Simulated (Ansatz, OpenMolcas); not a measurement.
NH (imidogen): methods side by side

NH: 2 atoms, total charge 0, spin state triplet. SMILES: `[NH]`. Geometry: the measured bond length.

```xyz
2

N     0.0000    0.0000    0.0000
H     0.0000    0.0000    1.0362
```

Each level gives the energy change with the N1–H2 bond stretched from 1.036 to 2.072 Å (eV). The values are calculated.

```
           level                    kind     program  value (eV)  CPU time (all runs)
       UHF/3-21G            Hartree–Fock      Ansatz        1.53               0.13 s
 U-r2SCAN0/3-21G         hybrid meta-GGA      Ansatz           ?                2.8 s
    UB3LYP/3-21G           global hybrid  OpenMolcas        2.79                9.2 s
    UBHLYP/3-21G           global hybrid      Ansatz           ?               0.99 s
     UPBE0/3-21G           global hybrid      Ansatz        2.78                  1 s
UCAM-B3LYP/3-21G  range-separated hybrid      Ansatz        2.78                1.4 s
     UCCSD/3-21G   coupled cluster or CI      Ansatz        2.23               0.39 s
       FCI/3-21G      exact in the basis  OpenMolcas        2.18                4.7 s
```

Question: Estimate the missing values from the other rows.

Answer: As computed at these levels: U-r2SCAN0/3-21G: 2.54 eV; UBHLYP/3-21G: 2.70 eV. The first shape isn't each level's own minimum. The values span 1.53 to 2.79 eV. Spin contamination of the reference (⟨S²⟩ at least 0.1 too high) touches UHF/3-21G, U-r2SCAN0/3-21G, UB3LYP/3-21G, UBHLYP/3-21G, UPBE0/3-21G, UCAM-B3LYP/3-21G, UCCSD/3-21G. All rows use very small basis sets, so even the best lies far from the true value. CPU times are rough (shared hosts, several kinds of processor): they show what a rung costs within a factor of a few.
